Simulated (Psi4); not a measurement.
**SiH3OF (SMILES O[SiH2]F), run twice**

Aim: the polarisability of SiH3OF at BOP/pcseg-1 (Cholesky decomposition).

The results are computed with Psi4 1.11.

2 further runs of the same task are left out: 2 set aside as unsound or not needed.

## Step 1: Starting point

SiH3OF: 6 atoms, total charge 0, spin state singlet. As SMILES, `O[SiH2]F`. The shape is that of a PBE0-D4/def2-TZVP optimisation. This is one conformer, not always the lowest.

Bond lengths: O1–Si2 1.630 Å, Si2–F3 1.596 Å, O1–H4 0.958 Å, Si2–H5 1.474 Å, Si2–H6 1.482 Å. Angles: O1–Si2–F3 111.0°, O1–Si2–H5 106.4°, O1–Si2–H6 111.7°, F3–Si2–H5 108.2°, F3–Si2–H6 106.0°, Si2–O1–H4 119.1°, H5–Si2–H6 113.7°.

## Step 2: First attempt

Contents of fh3osi.xyz:

```xyz
6
FH3OSi
O     -0.853500    -0.209200    -0.924100
Si     0.378300    -0.009300     0.123900
F      0.180800    -0.922800     1.417800
H     -1.714200     0.150200    -0.705600
H      1.595600    -0.458500    -0.575800
H      0.455100     1.385600     0.617600
```

Contents of calc.py:

```python
import psi4

psi4.set_memory(1600000000)
psi4.set_num_threads(1)
psi4.set_output_file('fh3osi.out', False)

with open('fh3osi.xyz') as f:
    atoms = ''.join(f.readlines()[2:])
geom = psi4.geometry('0 1\n' + atoms + 'symmetry c1')

psi4.set_options(dict(scf_type='cd', maxiter=5))

energy_value, wavefunction = psi4.properties("bop/pcseg-1", properties=['dipole_polarizabilities'], return_wfn=True)
print(f'total energy {energy_value:.8f} hartree = {energy_value * 27.211386:.5f} eV')
for k, v in sorted(psi4.core.scalar_variables().items()):
    print(f'{k:45s} {v:18.10f}')
```

Command:

```console
$ python calc.py
```

fh3osi.out:

```text
Psi4 1.11 release

   => Loading Basis Set <=

    Name: PCSEG-1
    Role: ORBITAL
    Keyword: BASIS

         ---------------------------------------------------------
                                   SCF
                              RKS Reference
                        1 Threads,   1525 MiB Core
         ---------------------------------------------------------

  ==> Geometry <==

    Molecular point group: c1
    Full point group: C1

    Geometry (in Angstrom), charge = 0, multiplicity = 1:

[... 87 lines left out ...]
    Weights Tolerance      =       1.00E-15
[... 16 lines left out ...]
  Cached 100.0% of DFT collocation blocks in 0.197 [GiB].

  Minimum eigenvalue in the overlap matrix is 1.9709440250E-02.
  Reciprocal condition number of the overlap matrix is 4.7477927142E-03.
    Using symmetric orthogonalization.

  ==> Pre-Iterations <==

  SCF Guess: Superposition of Atomic Densities via on-the-fly atomic UHF (no occupation information).

   -------------------------
    Irrep   Nso     Nmo
   -------------------------
     A         61      61
   -------------------------
    Total      61      61
   -------------------------

  ==> Iterations <==

                        Total Energy        Delta E     RMS |[F,P]|

   @RKS iter SAD:  -465.94166578092620   -4.65942e+02   0.00000e+00
   @RKS iter   1:  -466.08311141697317   -1.41446e-01   1.40859e-02 ADIIS/DIIS
   @RKS iter   2:  -465.05573696336785    1.02737e+00   2.89047e-02 ADIIS/DIIS
   @RKS iter   3:  -466.34376054258871   -1.28802e+00   2.79198e-03 ADIIS/DIIS
   @RKS iter   4:  -466.34984998524686   -6.08944e-03   2.23779e-03 ADIIS/DIIS
   @RKS iter   5:  -466.35570549366759   -5.85551e-03   4.02102e-04 ADIIS/DIIS

PsiException: Could not converge SCF iterations in 5 iterations.

  Failed to converge.
```

Standard output:

```text
Traceback (most recent call last):
  File "calc.py", line 13, in <module>
    energy_value, wavefunction = psi4.properties("bop/pcseg-1", properties=['dipole_polarizabilities'], return_wfn=True)
psi4.driver.p4util.exceptions.SCFConvergenceError: Could not converge SCF iterations in 5 iterations.
```

Run time: 3 s. Hardware: 1 thread of INTEL XEON PLATINUM 8581C at 2.10GHz (Emerald Rapids), shared host; peak memory 0.43 GiB.

## Step 3: What went wrong

The run stopped without converging.

The log says `psi4.driver.p4util.exceptions.SCFConvergenceError: Could not converge SCF iterations in 5 iterations.`. What is wrong: the iteration cap is too low for convergence. To mend it: iteration cap at its default in place of 5.

## Step 4: Try two

fh3osi.xyz is that of step 2.

Contents of calc.py:

```python
import psi4

psi4.set_memory('1600 MB')
psi4.set_num_threads(1)
psi4.set_output_file('fh3osi.out', False)

with open('fh3osi.xyz') as f:
    atoms = ''.join(f.readlines()[2:])
geom = psi4.geometry('0 1\n' + atoms + 'symmetry c1')

psi4.set_options(dict(scf_type='cd'))

energy_value = psi4.properties('bop/pcseg-1', properties=['dipole_polarizabilities'], molecule=geom)
print(f'total energy {energy_value:.8f} hartree = {energy_value * 27.211386:.5f} eV')
for k, v in sorted(psi4.core.scalar_variables().items()):
    print(f'{k:45s} {v:18.10f}')
```

Command:

```console
$ python calc.py
```

fh3osi.out:

```text
[...]
  Running in c1 symmetry.
[...]
  Nuclear repulsion =  119.528429804854525
[...]
  Multiplicity = 1
[...]
  Nalpha       = 17
  Nbeta        = 17
[...]
    Number of basis functions: 61
[...]
   @RKS iter   1:  -466.08311141697317   -1.41446e-01   1.40859e-02 ADIIS/DIIS
[...]
   @RKS iter   9:  -466.35597719605607   -4.69311e-09   2.78587e-07 DIIS
[...]
    Orbital Energies [Eh]
    ---------------------
    Doubly Occupied:
       1A    -65.512068     2A    -24.259185     3A    -18.781283
       4A     -5.109475     5A     -3.531913     6A     -3.529413
       7A     -3.527040     8A     -1.081934     9A     -0.932764
      10A     -0.526944    11A     -0.450872    12A     -0.393960
      13A     -0.386815    14A     -0.358919    15A     -0.324669
      16A     -0.298673    17A     -0.281463
[...]
  @RKS Final Energy:  -466.35597719605607
   => Energetics <=
    Nuclear Repulsion Energy =            119.5284298048545253
    One-Electron Energy =                -883.7512530962736719
    Two-Electron Energy =                 338.9958887809332282
    DFT Exchange-Correlation Energy =     -41.1290426855702123
    Empirical Dispersion Energy =           0.0000000000000000
    VV10 Nonlocal Energy =                  0.0000000000000000
    Total Energy =                       -466.3559771960560738
[...]
 Multipole Moments:
 ------------------------------------------------------------------------------------
     Multipole            Electronic (a.u.)      Nuclear  (a.u.)        Total (a.u.)
 ------------------------------------------------------------------------------------
 L = 1.  Multiply by 2.5417464519 to convert [e a0] to [Debye]
 Dipole X            :         -0.4510685            0.1287650           -0.3223035
 Dipole Y            :         -1.8861064            2.4552553            0.5691489
 Dipole Z            :          2.2680131           -2.3910241           -0.1230111
 Magnitude           :                                                    0.6655387
[...]
```

On the terminal:

```text
total energy -466.35597720 hartree = -12690.19251 eV
CURRENT ENERGY                                   -466.3559771961
CURRENT REFERENCE ENERGY                         -466.3559771961
DD SOLVATION ENERGY                                 0.0000000000
DFT FUNCTIONAL TOTAL ENERGY                      -466.3559771961
DFT TOTAL ENERGY                                 -466.3559771961
DFT VV10 ENERGY                                     0.0000000000
DFT XC ENERGY                                     -41.1290426856
DIPOLE POLARIZABILITY XX                           25.9441292474
DIPOLE POLARIZABILITY XY                           -0.7579419250
DIPOLE POLARIZABILITY XZ                            0.3534626506
DIPOLE POLARIZABILITY YX                           -0.7579412530
DIPOLE POLARIZABILITY YY                           23.5312342717
DIPOLE POLARIZABILITY YZ                            1.5987119993
DIPOLE POLARIZABILITY ZX                            0.3534599683
DIPOLE POLARIZABILITY ZY                            1.5987122939
DIPOLE POLARIZABILITY ZZ                           23.0035745930
GRID ELECTRONS ALPHA                               17.0000119264
GRID ELECTRONS BETA                                17.0000119264
GRID ELECTRONS TOTAL                               34.0000238529
NUCLEAR REPULSION ENERGY                          119.5284298049
ONE-ELECTRON ENERGY                              -883.7512530963
PCM POLARIZATION ENERGY                             0.0000000000
PE ENERGY                                           0.0000000000
SCF ITERATION ENERGY                             -466.3559771961
SCF ITERATIONS                                      9.0000000000
SCF TOTAL ENERGY                                 -466.3559771961
TWO-ELECTRON ENERGY                               338.9958887809
XC GRID RADIAL POINTS                              75.0000000000
XC GRID SPHERICAL POINTS                          302.0000000000
XC GRID TOTAL POINTS                           131201.0000000000
```

Wall time 8.4 s (1 thread of INTEL XEON PLATINUM 8581C at 2.10GHz (Emerald Rapids), shared host); peak memory 0.43 GiB.

## Step 5: What came out

At BOP/pcseg-1 (Cholesky decomposition):

| quantity | value |
| --- | --- |
| total energy | -466.35598 Eh |
| dipole moment | 1.69 D |
| HOMO energy | -7.66 eV |
| LUMO energy | 0.02 eV |
| HOMO–LUMO gap | 7.68 eV |
| mean static polarisability | 24.2 bohr³ |
